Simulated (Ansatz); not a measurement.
# BHO (singlet): from Hartree-Fock to the top rungs at distance B1–O2 = 0.970 Å, cc-pVDZ

The task here is to estimate one member of a computed series from the others.

Method: cc-pVDZ, core rule «outside noble gas», up to 2 orbitals frozen; program: Ansatz 0.2.0, Gaussian basis.

The runs, in order: UHF; CCSD(T) on RHF; BCCD(T) on RHF; CISD; CCSDT(Q) on RHF; CASSCF and MRCISD+Q, 2 electrons in 2 orbitals; CASSCF and NEVPT2, 2 electrons in 2 orbitals.

33 further runs of the same task are left out: 6 for a known fault of the program, 18 that didn't finish, 9 set aside as unsound or not needed.

## The geometry

The geometry derives from a PBE0/def2-TZVP stationary point (not a proven minimum). One bond is set to the value named and the two fragments are kept rigid.

3 atoms, charge 0, spin multiplicity 1.

Atoms are counted from 1 here; the program's logs count them from 0.

Bond lengths: B1–O2 0.970 Å, B1–H3 1.173 Å. Angles: O2–B1–H3 180.0°.

Geometry (Å):

```xyz
3
charge 0, multiplicity 1
B     0.0000    0.0000   -0.0676
O     0.0000    0.0000   -1.0376
H     0.0000    0.0000    1.1051
```

Set-up of the first run:

in.yaml

```yaml
crystal:
  periodic: [false, false, false]
  atoms:
    - {symbol: B, position_ang: [0.000000, 0.000000, -0.067569]}
    - {symbol: O, position_ang: [0.000000, 0.000000, -1.037569]}
    - {symbol: H, position_ang: [0.000000, 0.000000, 1.105138]}
basis:
  gaussian: {orbitals: cc-pVDZ}
magnetization: {spin_polarized: true, initial_magnetization: 0}
hamiltonian: {xc: hf}
output: {orbitals: {seedname: orbitals}}
```

Launch:

```console
> ansatz run in.yaml --threads 1 --pin off --events-out ev --progress --plain --max-ram 2393MiB
```

Steps of the session up to this table: UHF; CCSD(T) on RHF; BCCD(T) on RHF; CISD; CCSDT(Q) on RHF; CASSCF and MRCISD+Q, 2 electrons in 2 orbitals; CASSCF and NEVPT2, 2 electrons in 2 orbitals.

One of the session's tables, all rows but one given; the rest of the session is left out.

It belongs to the step «Misses and costs». 

| method | from RCCSDT(Q) (meV) |
| --- | --- |
| RHF | +7112.1 |
| RMP2 | +525.3 |
| CISD | +554.0 |
| RCCSD | +180.3 |
| RCCSD(T) | +25.5 |
| BCCD(T) | +25.0 |
| RCCSDT | +16.0 |
| RCCSDT(Q) | 0 |
| CASSCF pair | +6645.8 |
| NEVPT2 pair | +469.1 |
| MRCISD pair | ? |
| MRCISD+Q pair | +63.0 |

**Question.** Estimate the row for MRCISD pair.

As computed: from RCCSDT(Q) (meV): +482.3. In the column «from RCCSDT(Q) (meV)» it lies between NEVPT2 pair (+469.1) and RMP2 (+525.3).
